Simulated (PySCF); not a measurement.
PySCF input (PBE/def2-TZVP):

```python
import numpy as np, basis_set_exchange as bse
from pyscf import gto, scf, dft, df

basis = {'H': gto.basis.parse(bse.get_basis('def2-TZVP', elements=['H'], fmt='nwchem'))}
mol = gto.M(
    atom='''
    H    -0.00000000   -0.00000000   -0.37201156
    H     0.00000000    0.00000000    0.37201156
    ''',
    basis=basis,
    charge=0,
    verbose=4,
    max_memory=2160,
)
mf = dft.RKS(mol, xc='pbe')
mf.grids.level = 3
mf = mf.density_fit(auxbasis=df.autoaux(mol))
mf.conv_tol = 1e-9
mf.max_cycle = 100
print('smallest overlap eigenvalue', np.linalg.eigvalsh(mol.intor('int1e_ovlp'))[0])
mf.kernel()
dip = mf.dip_moment()
```

Output:

```
PySCF version 2.14.0

[INPUT] verbose = 4
[INPUT] num. atoms = 2
[INPUT] num. electrons = 2
[INPUT] charge = 0
[INPUT] spin (= nelec alpha-beta = 2S) = 0
[INPUT] symmetry False subgroup None
[INPUT] Mole.unit = angstrom
[INPUT] Symbol           X                Y                Z      unit          X                Y                Z       unit  Magmom
[INPUT]  1 H      0.000000000000   0.000000000000  -0.372011560000 AA    0.000000000000   0.000000000000  -0.702999963572 Bohr   0.0
[INPUT]  2 H      0.000000000000   0.000000000000   0.372011560000 AA    0.000000000000   0.000000000000   0.702999963572 Bohr   0.0

nuclear repulsion = 0.711237590197466
number of shells = 8
number of NR pGTOs = 16
number of NR cGTOs = 12
basis = {'H': [[0, [34.061341, 0.0060251978], [5.1235746, 0.045021094], [1.1646626, 0.20189726]], [0, [0.32723041, 1.0]], [0, [0.10307241, 1.0]], [1, [0.8, 1.0]]]}
ecp = {}
ETB for H: l = 0, exps = 0.20614482 * 1.8^n , n = 0..10
ETB for H: l = 1, exps = 0.90307241 * 2^n , n = 0..2
ETB for H: l = 2, exps = 1.6 * 2.2^n , n = 0..0
smallest overlap eigenvalue 0.018473873765044054

******** <class 'pyscf.df.df_jk.DFRKS'> ********
method = DFRKS
initial guess = minao
damping factor = 0
level_shift factor = 0
DIIS = <class 'pyscf.scf.diis.CDIIS'>
diis_start_cycle = 1
diis_space = 8
diis_damp = 0
SCF conv_tol = 1e-09
SCF conv_tol_grad = None
SCF max_cycles = 100
direct_scf = False
XC library pyscf.dft.libxc version 7.1.2
    S. Lehtola, C. Steigemann, M. J. T. Oliveira, and M. A. L. Marques,  SoftwareX 7, 1–5 (2018)
XC functionals = pbe
    J. P. Perdew, K. Burke, and M. Ernzerhof,  Phys. Rev. Lett. 77, 3865 (1996)
    J. P. Perdew, K. Burke, and M. Ernzerhof,  Phys. Rev. Lett. 78, 1396 (1997)
    J. P. Perdew, K. Burke, and M. Ernzerhof,  Phys. Rev. Lett. 77, 3865 (1996)
    J. P. Perdew, K. Burke, and M. Ernzerhof,  Phys. Rev. Lett. 78, 1396 (1997)
radial grids:
    Treutler-Ahlrichs [JCP 102, 346 (1995); DOI:10.1063/1.469408] (M4) radial grids

becke partition: Becke, JCP 88, 2547 (1988); DOI:10.1063/1.454033
pruning grids: <function nwchem_prune>
grids dens level: 3
symmetrized grids: False
atomic radii adjust function: <function treutler_atomic_radii_adjust>
small_rho_cutoff = 0
Set gradient conv threshold to 3.16228e-05
Initial guess from minao.
tot grids = 19616
init E= -0.962755398576124
  HOMO = -0.42566016304137  LUMO = 0.0254002346079689  gap/eV = 12.27398
cycle= 1 E= -1.16451055995222  delta_E= -0.202  |g|= 0.0565  |ddm|= 0.478
  HOMO = -0.365050117331871  LUMO = 0.04903080629618  gap/eV = 11.26772
cycle= 2 E= -1.16571015851985  delta_E= -0.0012  |g|= 0.0192  |ddm|= 0.0658
  HOMO = -0.38088707554961  LUMO = 0.0425425567103145  gap/eV = 11.52211
cycle= 3 E= -1.1658747959148  delta_E= -0.000165  |g|= 0.000149  |ddm|= 0.0174
  HOMO = -0.380735243433798  LUMO = 0.0425983026497794  gap/eV = 11.51949
cycle= 4 E= -1.16587480597596  delta_E= -1.01e-08  |g|= 2.23e-06  |ddm|= 0.000142
  HOMO = -0.380737601168331  LUMO = 0.0425971787513215  gap/eV = 11.51953
cycle= 5 E= -1.16587480597815  delta_E= -2.19e-12  |g|= 7.62e-10  |ddm|= 1.96e-06
  HOMO = -0.380737601265204  LUMO = 0.0425971790085716  gap/eV = 11.51953
Extra cycle  E= -1.16587480597815  delta_E=    0  |g|= 9.04e-11  |ddm|= 4.65e-10
converged SCF energy = -1.16587480597815
Dipole moment(X, Y, Z, Debye): -0.00000,  0.00000, -0.00000
```
